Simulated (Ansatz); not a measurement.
System: 1T (CdI2-type) PtSe₂. Method: r²SCAN-D4 (Ansatz, a quantum-chemistry and plane-wave program, plane waves, PAW).

Rigid layers of the crystal as relaxed at this level are moved apart or together:

```json
[
 {"run": "1", "k mesh": "12×12×8", "layer repeat (Å)": "4.78", "energy against free layers (meV/Å²)": "-12.87", "gap on the mesh (eV)": "0.000"},
 {"run": "2", "k mesh": "12×12×8", "layer repeat (Å)": "4.93", "energy against free layers (meV/Å²)": "-16.83", "gap on the mesh (eV)": "0.000"},
 {"run": "3", "k mesh": "12×12×8", "layer repeat (Å)": "5.08", "energy against free layers (meV/Å²)": "-18.91", "gap on the mesh (eV)": "0.000"},
 {"run": "4", "k mesh": "12×12×6", "layer repeat (Å)": "5.28", "energy against free layers (meV/Å²)": "-20.14", "gap on the mesh (eV)": "0.000"},
 {"run": "5", "k mesh": "12×12×6", "layer repeat (Å)": "5.58", "energy against free layers (meV/Å²)": "-19.88", "gap on the mesh (eV)": "0.334"},
 {"run": "6", "k mesh": "12×12×6", "layer repeat (Å)": "6.08", "energy against free layers (meV/Å²)": "-16.55", "gap on the mesh (eV)": "0.790"},
 {"run": "7", "k mesh": "12×12×6", "layer repeat (Å)": "7.08", "energy against free layers (meV/Å²)": "-8.69", "gap on the mesh (eV)": "1.334"},
 {"run": "8", "k mesh": "12×12×4", "layer repeat (Å)": "9.08", "energy against free layers (meV/Å²)": "-2.08", "gap on the mesh (eV)": "1.623"}
]
```

The lowest energy of these points lies at a layer repeat of 5.28 Å.

Spin–orbit coupling is not included.
